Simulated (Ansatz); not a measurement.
## InH⁻, doublet: vertical spin and charge gaps

Geometry (PBE0/def2-TZVPD stationary point for this spin):

```xyz
2

In    0.0000    0.0000    0.0000
H     0.0000    0.0000    1.8938
```

Basis def2-TZVPD with its core potentials; Ansatz 0.2.0. Correlated methods freeze the noble-gas cores and the filled d shells of p-block atoms. Prefix R: restricted or restricted open-shell reference. Active spaces: valence = (5e, 5o) chosen from the atoms' valence shells. No spin–orbit coupling is included; scalar relativity enters through the core potentials alone.

Gaps are energies of the second state less the first, at fixed atoms, for a selection of the levels run; each method lands on the state that its own search finds for that charge and spin.

The highest occupied Kohn–Sham level of the anion is positive, up to +1.32 eV, so in those functionals the extra electron is held by the basis alone, which enters their differences from the reference.

Q: PBE gives 0.204 eV for removing an electron, to the singlet. Estimate what full CI gives in def2-TZVPD.

A: Full CI in def2-TZVPD gives 0.125 eV, so against it PBE is off by 0.079 eV, of which a good part can be the reference's own basis and frozen-core error.

| level | gap (eV) | error (meV) |
| --- | --- | --- |
| RHF | -0.238 | -363 |
| RMP2 | 0.062 | -63 |
| RCCSD | 0.080 | -45 |
| RCCSD(T) | 0.114 | -11 |
| BCCD(T) | 0.114 | -11 |
| RCCSDT | 0.124 | -1 |
| RCCSDT(Q) | 0.125 | 0 |
| CASSCF (valence space) | -0.573 | -698 |
| NEVPT2 (valence space) | -0.089 | -214 |
| MRCISD (valence space) | 0.064 | -61 |
| MRCISD+Q (valence space) | 0.129 | 4 |
| r2SCAN | 0.300 | 175 |
| PBE0 | 0.217 | 92 |
| B3LYP | 0.212 | 87 |
| wB97M-V | 0.122 | -3 |
| B2PLYP | 0.096 | -29 |
| RPA-PBE | 0.371 | 246 |

Wrong sign: RHF, CASSCF (valence space), NEVPT2 (valence space).

Functionals correlate the shells that the reference freezes, so part of their error here is the reference's.

Full CI is exact within this basis and frozen core; it isn't the basis-set limit.
